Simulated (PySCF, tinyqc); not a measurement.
Worked calculation: coupled-perturbed Hartree-Fock on RHF in the sto-3g basis, for BH, spin multiplicity 1. The lowest restricted solution is unstable here: a spin-polarised one lies 0.0138 hartree lower (PySCF). Computed by tinyqc, a small Python program that keeps every step (integrals from PySCF). Settings: charge = 0, multiplicity = 1, basis = sto-3g, method = RHF, energy threshold = 1e-10, iteration cap = 69, orthogonalisation = canonical, start = atomic densities, DIIS depth = 6. Command: `OMP_NUM_THREADS=1 python tinyqc.py 21915 21916 out.jsonl` (the two numbers bound the seeds that draw the settings). One thread of a shared host (Intel(R) Xeon(R) Processor @ 2.60GHz), about 0.2 s of CPU time with the checks. The early iterations of the SCF are left out here.

## One-electron integrals

Geometry (angstrom):

| atom | x | y | z |
|---|---|---|---|
| B | 0.000000 | 0.000000 | 0.000000 |
| H | 0.000000 | 0.000000 | 1.090000 |

Basis sto-3g: exponents (1/bohr^2) and contraction coefficients of normalised primitives:

| element | l (shell) | exponent | coefficient |
|---|---|---|---|
| B | s (1) | 48.791113 | 0.154329 |
| B | s (1) | 8.887362 | 0.535328 |
| B | s (1) | 2.405267 | 0.444635 |
| B | s (2) | 2.236956 | -0.099967 |
| B | s (2) | 0.519821 | 0.399513 |
| B | s (2) | 0.169062 | 0.700115 |
| B | p (3) | 2.236956 | 0.155916 |
| B | p (3) | 0.519821 | 0.607684 |
| B | p (3) | 0.169062 | 0.391957 |
| H | s (1) | 3.425251 | 0.154329 |
| H | s (1) | 0.623914 | 0.535328 |
| H | s (1) | 0.168855 | 0.444635 |

Overlap, kinetic and nuclear-attraction integrals over the contracted functions; the nuclear repulsion is the sum of Za Zb / Rab.

nuclear repulsion = 2.42741840 hartree

overlap S, lower triangle:
```
           1B 1s     1B 2s    1B 2px    1B 2py    1B 2pz     2H 1s
1B 1s   1.000000
1B 2s   0.269328  1.000000
1B 2px  0.000000  0.000000  1.000000
1B 2py  0.000000  0.000000  0.000000  1.000000
1B 2pz  0.000000  0.000000  0.000000  0.000000  1.000000
2H 1s   0.083585  0.528548  0.000000  0.000000  0.519643  1.000000
```

kinetic energy T (hartree), lower triangle:
```
            1B 1s     1B 2s    1B 2px    1B 2py    1B 2pz     2H 1s
1B 1s   10.826302
1B 2s   -0.047967  0.359168
1B 2px   0.000000  0.000000  1.123881
1B 2py   0.000000  0.000000  0.000000  1.123881
1B 2pz   0.000000  0.000000  0.000000  0.000000  1.123881
2H 1s   -0.011278  0.115466  0.000000  0.000000  0.283040  0.760032
```

nuclear attraction V (hartree), lower triangle:
```
             1B 1s      1B 2s     1B 2px     1B 2py     1B 2pz      2H 1s
1B 1s   -23.632872
1B 2s    -3.270116  -4.232014
1B 2px    0.000000   0.000000  -4.155292
1B 2py    0.000000   0.000000   0.000000  -4.155292
1B 2pz   -0.022148  -0.180895   0.000000   0.000000  -4.295271
2H 1s    -1.032460  -2.087625   0.000000   0.000000  -1.992376  -3.601684
```

core Hamiltonian H = T + V (hartree), lower triangle:
```
             1B 1s      1B 2s     1B 2px     1B 2py     1B 2pz      2H 1s
1B 1s   -12.806570
1B 2s    -3.318084  -3.872846
1B 2px    0.000000   0.000000  -3.031411
1B 2py    0.000000   0.000000   0.000000  -3.031411
1B 2pz   -0.022148  -0.180895   0.000000   0.000000  -3.171390
2H 1s    -1.043739  -1.972159   0.000000   0.000000  -1.709336  -2.841652
```

## Two-electron integrals

Functions are numbered as in S; the eight-fold symmetry (ij|kl) = (ji|kl) = (kl|ij) leaves the list below.

Two-electron integrals (ij|kl) in chemists' order, unique and non-zero (hartree):
```
(11|11) 2.923513   (21|11) 0.518376   (21|21) 0.109262   (22|11) 0.744229
(22|21) 0.193177   (22|22) 0.544804   (31|31) 0.020264   (32|31) 0.029996
(32|32) 0.120346   (33|11) 0.742491   (33|21) 0.193240   (33|22) 0.544682
(33|33) 0.586773   (41|41) 0.020264   (42|41) 0.029996   (42|42) 0.120346
(43|43) 0.031630   (44|11) 0.742491   (44|21) 0.193240   (44|22) 0.544682
(44|33) 0.523513   (44|44) 0.586773   (51|51) 0.020264   (52|51) 0.029996
(52|52) 0.120346   (53|53) 0.031630   (54|54) 0.031630   (55|11) 0.742491
(55|21) 0.193240   (55|22) 0.544682   (55|33) 0.523513   (55|44) 0.523513
(55|55) 0.586773   (61|11) 0.161372   (61|21) 0.033837   (61|22) 0.059818
(61|33) 0.059524   (61|44) 0.059524   (61|51) 0.002510   (61|52) 0.004536
(61|55) 0.060440   (61|61) 0.010823   (62|11) 0.330314   (62|21) 0.086738
(62|22) 0.262459   (62|33) 0.255572   (62|44) 0.255572   (62|51) 0.009552
(62|52) 0.053994   (62|55) 0.276004   (62|61) 0.028541   (62|62) 0.163363
(63|31) 0.009445   (63|32) 0.042014   (63|53) 0.010584   (63|63) 0.019989
(64|41) 0.009445   (64|42) 0.042014   (64|54) 0.010584   (64|64) 0.019989
(65|11) 0.288231   (65|21) 0.076798   (65|22) 0.245271   (65|33) 0.232173
(65|44) 0.232173   (65|51) 0.016883   (65|52) 0.088835   (65|55) 0.271218
(65|61) 0.026745   (65|62) 0.179633   (65|65) 0.213474   (66|11) 0.473914
(66|21) 0.126824   (66|22) 0.428574   (66|33) 0.402981   (66|44) 0.402981
(66|51) 0.018780   (66|52) 0.134274   (66|55) 0.479356   (66|61) 0.042853
(66|62) 0.324783   (66|65) 0.391166   (66|66) 0.774606
```

## Orthogonalisation

S = U s U^T; canonical form X = U s^(-1/2), so that X^T S X = 1. Each column of U has its largest component positive (the first on a tie).

eigenvalues of S: 0.250100  0.795996  1.000000  1.000000  1.161599  1.792306

X:
```
                1          2          3         4          5         6
1B 1s    0.225025   0.808988   0.000000  0.000000   0.588518  0.189059
1B 2s   -1.055890  -0.550818   0.000000  0.000000   0.407517  0.399987
1B 2px   0.000000   0.000000  -0.481082  0.876675   0.000000  0.000000
1B 2py   0.000000   0.000000   0.876675  0.481082   0.000000  0.000000
1B 2pz  -0.958645   0.508501   0.000000  0.000000  -0.563677  0.330065
2H 1s    1.383427  -0.199630   0.000000  0.000000  -0.175292  0.503254
```

Within a degenerate level the vectors are fixed only up to a rotation; this is one choice.

## Starting guess

The start is atomic minimal-basis densities projected into this basis (PySCF's MINAO start) and scaled to the electron count of each spin; this density is not idempotent, so its energy is not variational and may lie below the converged one.

D at the start, lower triangle:
```
            1B 1s      1B 2s    1B 2px    1B 2py    1B 2pz     2H 1s
1B 1s    2.178032
1B 2s   -0.551995   2.058593
1B 2px   0.000000   0.000000  0.320807
1B 2py   0.000000   0.000000  0.000000  0.320807
1B 2pz   0.022241  -0.070257  0.000000  0.000000  0.280592
2H 1s   -0.044366   0.160891  0.000000  0.000000  0.046010  0.928026
```

## Iteration 7 (converged): orbitals

converged F (hartree), lower triangle:
```
            1B 1s      1B 2s    1B 2px    1B 2py     1B 2pz      2H 1s
1B 1s   -7.329511
1B 2s   -2.144586  -1.039606
1B 2px   0.000000   0.000000  0.269573
1B 2py   0.000000   0.000000  0.000000  0.269573
1B 2pz  -0.025340  -0.088950  0.000000  0.000000  -0.176927
2H 1s   -0.683822  -0.632017  0.000000  0.000000  -0.443519  -0.506160
```

Diagonalise F' = X^T F X, C = X C', fill 3 alpha and 3 beta electrons from the bottom; D = 2 C_occ C_occ^T. Each column has its largest component positive (the first on a tie).

F' = X^T F X (hartree), lower triangle:
```
           1          2         3         4          5          6
1   0.785531
2  -0.380710  -3.066038
3   0.000000   0.000000  0.269573
4   0.000000   0.000000  0.000000  0.269573
5  -0.092594  -3.119818  0.000000  0.000000  -3.610283
6  -0.124986  -1.463773  0.000000  0.000000  -1.685296  -1.458686
```

orbital energies (hartree): MO1 -7.334417, MO2 -0.617284, MO3 -0.243869, MO4 0.269573, MO5 0.269573, MO6 0.846095

coefficients C:
```
              MO1        MO2        MO3        MO4       MO5        MO6
1B 1s    0.991979  -0.203538  -0.205690   0.000000  0.000000   0.139415
1B 2s    0.031080   0.517445   0.815551   0.000000  0.000000  -0.900292
1B 2px   0.000000   0.000000   0.000000  -0.543667  0.839301   0.000000
1B 2py   0.000000   0.000000   0.000000   0.839301  0.543667   0.000000
1B 2pz   0.007825   0.241132  -0.585973   0.000000  0.000000  -1.096666
2H 1s   -0.008346   0.532091  -0.336362   0.000000  0.000000   1.356976
```

D after iteration 7, lower triangle:
```
            1B 1s      1B 2s    1B 2px    1B 2py    1B 2pz     2H 1s
1B 1s    2.135517
1B 2s   -0.484480   1.867677
1B 2px   0.000000   0.000000  0.000000
1B 2py   0.000000   0.000000  0.000000  0.000000
1B 2pz   0.158424  -0.705749  0.000000  0.000000  0.803140
2H 1s   -0.094787   0.001497  0.000000  0.000000  0.650676  0.792660
```

Within a degenerate level the vectors are fixed only up to a rotation; this is one choice.

## Convergence

Stop when the energy changes by less than 1e-10 hartree and every element of the error matrix X^T (F D S - S D F) X is below 3e-06.

Course of the cycle:

| iteration | E (hartree) | change | largest element of the error matrix |
|---|---|---|---|
| 1 | -24.80520763 | - | 6.08e-01 |
| 2 | -24.73829330 | 6.69e-02 | 6.50e-02 |
| 3 | -24.74317028 | -4.88e-03 | 1.75e-02 |
| 4 | -24.74338872 | -2.18e-04 | 1.99e-03 |
| 5 | -24.74339182 | -3.10e-06 | 2.76e-05 |
| 6 | -24.74339182 | -3.68e-10 | 9.76e-07 |
| 7 | -24.74339182 | -7.99e-13 | 3.87e-09 |

PySCF RHF in the same basis = -24.74339182 hartree

Converged in 7 iterations.

## Populations, bond orders and dipole

Mulliken: Z minus the diagonal of D S on the atom; Loewdin: the same with S^(1/2) D S^(1/2); Mayer order: 2 sum_s sum (D(s) S)_ij (D(s) S)_ji over the two atoms.

Charges (e):

| atom | Mulliken | Loewdin |
|---|---|---|
| 1B | 0.123647 | 0.098449 |
| 2H | -0.123647 | -0.098449 |

Mayer bond orders:

| pair | order |
|---|---|
| 2-1 | 0.984711 |

dipole moment about the origin, x y z (debye): 0.000000  0.000000  1.190326

## Integrals over molecular orbitals

(pq|rs) = sum C_ip C_jq C_kr C_ls (ij|kl), one index at a time.

one-electron integrals over orbitals h = C^T H C (hartree), lower triangle:
```
            1          2          3          4          5          6
1  -12.792582
2    0.260092  -3.199014
3    0.250008  -0.090331  -2.983644
4    0.000000   0.000000   0.000000  -3.031411
5    0.000000   0.000000   0.000000   0.000000  -3.031411
6   -0.158469   0.452246  -0.169535   0.000000   0.000000  -2.440929
```

Two-electron integrals over orbitals (pq|rs), unique and non-zero (hartree):
```
(11|11) 2.890012    (21|11) -0.223940   (21|21) 0.029265    (22|11) 0.609241
(22|21) 0.001024    (22|22) 0.618625    (31|11) -0.220405   (31|21) 0.022728
(31|22) -0.021207   (31|31) 0.035367    (32|11) 0.071068    (32|21) -0.008107
(32|22) -0.074533   (32|31) 0.002876    (32|32) 0.052089    (33|11) 0.707152
(33|21) -0.017150   (33|22) 0.412990    (33|31) 0.004703    (33|32) 0.045457
(33|33) 0.586949    (41|41) 0.021730    (42|41) 0.018560    (42|42) 0.058047
(43|41) 0.019066    (43|42) 0.041790    (43|43) 0.066389    (44|11) 0.741981
(44|21) -0.008847   (44|22) 0.467842    (44|31) -0.007510   (44|32) 0.034967
(44|33) 0.513752    (44|44) 0.586773    (51|51) 0.021730    (52|51) 0.018560
(52|52) 0.058047    (53|51) 0.019066    (53|52) 0.041790    (53|53) 0.066389
(54|54) 0.031630    (55|11) 0.741981    (55|21) -0.008847   (55|22) 0.467842
(55|31) -0.007510   (55|32) 0.034967    (55|33) 0.513752    (55|44) 0.523513
(55|55) 0.586773    (61|11) 0.148512    (61|21) -0.024694   (61|22) -0.014275
(61|31) -0.005990   (61|32) 0.011241    (61|33) 0.024981    (61|44) 0.003993
(61|55) 0.003993    (61|61) 0.031011    (62|11) -0.183901   (62|21) 0.003874
(62|22) 0.017865    (62|31) 0.010580    (62|32) -0.050461   (62|33) -0.041717
(62|44) -0.087443   (62|55) -0.087443   (62|61) 0.003540    (62|62) 0.122775
(63|11) 0.075424    (63|21) -0.004802   (63|22) -0.057988   (63|31) 0.007580
(63|32) 0.043569    (63|33) 0.078213    (63|44) 0.030880    (63|55) 0.030880
(63|61) 0.011152    (63|62) -0.049050   (63|63) 0.066693    (64|41) -0.012721
(64|42) -0.038156   (64|43) -0.017147   (64|64) 0.034671    (65|51) -0.012721
(65|52) -0.038156   (65|53) -0.017147   (65|65) 0.034671    (66|11) 0.691240
(66|21) -0.003922   (66|22) 0.602531    (66|31) -0.019987   (66|32) -0.061032
(66|33) 0.459980    (66|44) 0.486117    (66|55) 0.486117    (66|61) -0.008115
(66|62) 0.026049    (66|63) -0.041829   (66|66) 0.630656
```

## Response to a field: uncoupled start

dipole integrals <a|z|i> (bohr):
```
           i1        i2         i3
a4   0.000000  0.000000   0.000000
a5   0.000000  0.000000   0.000000
a6  -0.093045  0.640247  -0.820643
```

Field along z; U_ai = -mu_ai / (e_a - e_i), alpha = -4 sum U_ai mu_ai.

uncoupled U:
```
          i1         i2        i3
a4  0.000000   0.000000  0.000000
a5  0.000000   0.000000  0.000000
a6  0.011374  -0.437513  0.752909
```

uncoupled polarisability = 3.596178 bohr^3

## Coupled step 1

U_ai = -(mu_ai + sum_bj [4 (ai|bj) - (ab|ij) - (aj|bi)] U_bj) / (e_a - e_i); alpha = -4 sum U_ai mu_ai.

U after step 1:
```
          i1         i2        i3
a4  0.000000   0.000000  0.000000
a5  0.000000   0.000000  0.000000
a6  0.008065  -0.463340  0.897313
```

polarisability = 4.135107 bohr^3

## Coupled step 2

As before.

U after step 2:
```
          i1         i2        i3
a4  0.000000   0.000000  0.000000
a5  0.000000   0.000000  0.000000
a6  0.006925  -0.458943  0.929868
```

polarisability = 4.230285 bohr^3

## Coupled polarisability

Repeat until U stops changing; compare with -d2E/dF2.

Course of the coupled iterations:

| step | alpha (bohr^3) |
|---|---|
| 0 | 3.596178 |
| 1 | 4.135107 |
| 2 | 4.230285 |
| 3 | 4.250239 |
| 4 | 4.255015 |
| 5 | 4.256254 |
| 6 | 4.256588 |
| 7 | 4.256680 |
| 8 | 4.256705 |
| 9 | 4.256712 |
| 10 | 4.256714 |
| 11 | 4.256715 |
| 12 | 4.256715 |
| 13 | 4.256715 |
| 14 | 4.256715 |

coupled polarisability = 4.256715 bohr^3

finite-field check, fields of +/-0.001 au = 4.256719 bohr^3
